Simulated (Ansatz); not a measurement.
**SiN2H5 (SMILES N[SiH]N): UHSE06/def2-SVPD**

Aim: the vertical ionisation energy of SiN2H5 at UHSE06/def2-SVPD, from 2 runs. 

The results are computed with Ansatz 0.2.0.

50 further runs of the same task are left out: 50 set aside as unsound or not needed.

**1. The molecule**

SiN2H5: 8 atoms, total charge 0, spin state doublet. SMILES: `N[SiH]N`. The shape is that of a PBE0-D4/def2-TZVP optimisation. This is one conformer, not always the lowest.

Bond lengths: N1–Si2 1.713 Å, Si2–N3 1.720 Å, N1–H4 1.008 Å, N1–H5 1.005 Å, Si2–H6 1.504 Å, N3–H7 1.008 Å, N3–H8 1.008 Å. Angles: N1–Si2–N3 106.1°, N1–Si2–H6 117.2°, N3–Si2–H6 103.6°, Si2–N1–H4 122.2°, Si2–N1–H5 121.8°, Si2–N3–H7 120.2°, Si2–N3–H8 119.6°, H4–N1–H5 112.8°, H7–N3–H8 111.5°.

**2. The energy at UHSE06/def2-SVPD**

molecule.yaml reads:

```yaml
crystal:
  periodic: [false, false, false]
  atoms:
    - symbol: N
      position_ang: [-1.027000, 0.622100, -0.768300]
    - symbol: Si
      position_ang: [0.527700, 0.579900, -0.050700]
    - symbol: "N"
      position_ang: [0.789500, -1.052600, 0.425100]
    - symbol: H
      position_ang: [-1.817900, 0.144500, -0.364600]
    - symbol: H
      position_ang: [-1.296600, 1.349400, -1.406800]
    - symbol: H
      position_ang: [0.716400, 1.354100, 1.225100]
    - symbol: H
      position_ang: [0.730800, -1.794000, -0.255200]
    - symbol: H
      position_ang: [1.468900, -1.260500, 1.139500]
basis:
  gaussian:
    orbitals: def2-SVPD
magnetization:
  spin_polarized: true
  initial_magnetization: 1
hamiltonian:
  xc: hse06
accuracy: high
output: {orbitals: {seedname: orbitals}}
```

On the command line:

```
$ ansatz run molecule.yaml --threads 1 --pin off --max-ram 3480MiB --events-out events.jsonl --progress --plain --runs-dir runs
```

The log of the run:

```text
Warning: RAYON_NUM_THREADS=1 ignored (pool sized by the plan → 1); use --threads N
Functional definition: HSE06
  name "HSE06"
  parameter a = 0.25
  parameter omega = 0.11/bohr
  exchange = pbe_x - a*pbe_x_sr(omega) + a*exact_x_sr(omega)
  correlation = pbe_c
2133 factors; integrals over basis functions are off by at most 3.5e-9 eV
126 factors; integrals over basis functions are off by at most 9.0e-10 eV
mean field evaluation 1: about -10917.8361 eV, gradient 4.9e1 eV
mean field evaluation 2: about -10897.3344 eV, gradient 7.9e1 eV
mean field evaluation 4: about -10927.4438 eV, gradient 4.3e0 eV
mean field evaluation 8: about -10927.6333 eV, gradient 8.7e-2 eV
mean field evaluation 16: about -10927.6333 eV, gradient 4.1e-5 eV
mean field -10927.63334766 eV, -401.5831185106 hartree, gradient 2.6e-8 eV, S^2 0.752261; 0 other end points of the search recorded, 0 dependent functions left out
reference -10927.63335162 eV, -401.5831186560 hartree; 17, 16 occupied and 87, 88 virtual orbitals, 2133 factors
Total energy: -10927.63335162 eV, -401.5831186560 hartree
```

Run time: 12 s. Hardware: 1 thread of Arm Neoverse V2, shared host; peak memory 0.46 GiB.

**3. The singlet cation, same level**

in.yaml reads:

```yaml
crystal:
  periodic: [false, false, false]
  atoms:
    - {symbol: "N", position_ang: [-1.027000, 0.622100, -0.768300]}
    - {symbol: Si, position_ang: [0.527700, 0.579900, -0.050700]}
    - {symbol: "N", position_ang: [0.789500, -1.052600, 0.425100]}
    - {symbol: H, position_ang: [-1.817900, 0.144500, -0.364600]}
    - {symbol: H, position_ang: [-1.296600, 1.349400, -1.406800]}
    - {symbol: H, position_ang: [0.716400, 1.354100, 1.225100]}
    - {symbol: H, position_ang: [0.730800, -1.794000, -0.255200]}
    - {symbol: H, position_ang: [1.468900, -1.260500, 1.139500]}
basis:
  gaussian:
    orbitals: def2-SVPD
total_charge: 1
hamiltonian:
  xc: {name: HSE06}
accuracy: high
output: {orbitals: {seedname: orbitals}}
```

On the command line:

```
$ ansatz run in.yaml --threads 1 --pin off --max-ram 3480MiB --events-out events.jsonl --progress --plain --runs-dir runs
```

The log of the run, shortened:

```text
Warning: RAYON_NUM_THREADS=1 ignored (pool sized by the plan → 1); use --threads N
[... 6 set-up lines as earlier in the session ...]
2133 factors; integrals over basis functions are off by at most 3.5e-9 eV
126 factors; integrals over basis functions are off by at most 9.0e-10 eV
mean field evaluation 1: about -10899.6662 eV, gradient 1.0e2 eV
mean field evaluation 2: about -10835.1404 eV, gradient 1.7e2 eV
mean field evaluation 4: about -10919.1336 eV, gradient 2.2e1 eV
mean field evaluation 8: about -10920.3469 eV, gradient 2.6e-1 eV
mean field evaluation 16: about -10920.3472 eV, gradient 5.9e-6 eV
mean field -10920.34715734 eV, -401.3153559552 hartree, gradient 6.1e-8 eV, S^2 0.000000; 0 other end points of the search recorded, 0 dependent functions left out
reference -10920.34716140 eV, -401.3153561044 hartree; 16, 16 occupied and 88, 88 virtual orbitals, 2133 factors
Total energy: -10920.34716140 eV, -401.3153561044 hartree
```

Run time: 6.3 s. Hardware: 1 thread of Arm Neoverse V2, shared host; peak memory 0.33 GiB.

**4. Results**

At UHSE06/def2-SVPD:

| quantity | value |
| --- | --- |
| doublet SiN2H5: total energy | -401.58312 Eh |
| doublet SiN2H5: HOMO energy (highest over α and β) | -4.64 eV |
| doublet SiN2H5: LUMO energy (lowest over α and β) | -1.76 eV |
| doublet SiN2H5: ⟨S²⟩ | 0.752 |
| singlet cation: total energy | -401.31536 Eh |
| singlet cation: HOMO energy | -13.16 eV |
| singlet cation: LUMO energy | -9.76 eV |
| singlet cation: HOMO–LUMO gap | 3.40 eV |
| vertical ionisation energy (to the singlet cation) | 7.286 eV |

Removing an electron at fixed nuclei costs 7.29 eV (168 kcal/mol). Only the singlet of the ionised species was computed; a triplet could lie lower.
